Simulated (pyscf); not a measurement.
silylamine (H₂N–SiH₃) + silylamine (H₂N–SiH₃) → H₂N–NH₂ + disilane (H₃Si–SiH₃), a four-centre exchange (singlet surface; N–Si, N–Si broken, N–N, Si–Si formed). Single points on ωB97X-D3(BJ)/def2-SVP structures (PySCF, gas phase). Energies in eV from the separated reactants.

GFN2-xTB: tblite. 

### Question
Quick GFN2-xTB single points give ΔE‡ = 4.65 eV and ΔE = +2.89 eV. What does ωB97M-D3(BJ)/def2-TZVP give, and how far is the quick result from it?

### Answer
ωB97M-D3(BJ)/def2-TZVP gives ΔE‡ = 5.80 eV and ΔE = +2.70 eV. GFN2-xTB lies 1.14 eV under it in the barrier and 0.19 eV over it in the reaction energy, so on this step it does not hold to within 0.13 eV. ωB97M-D3(BJ)/def2-TZVP has limits of its own. On the reactant side the descent ends in a complex (not fully relaxed), 0.19 eV under the separated species and 5.99 eV under the saddle at ωB97X-D3(BJ)/def2-TZVP. On the product side the descent ends in a complex (not fully relaxed), 0.25 eV under the separated species and 3.55 eV under the saddle at ωB97X-D3(BJ)/def2-TZVP. The same reactants have a lower exit, to H₃Si–NH–SiH₃ + NH₃ (barrier +1.36 eV at ωB97M-D3(BJ)/def2-TZVP, against +5.80 eV here). This is the saddle that the search found; another between the same sides may lie lower. A restricted solution here is unstable towards spin polarisation, so biradical character is likely and single-reference numbers are less safe.
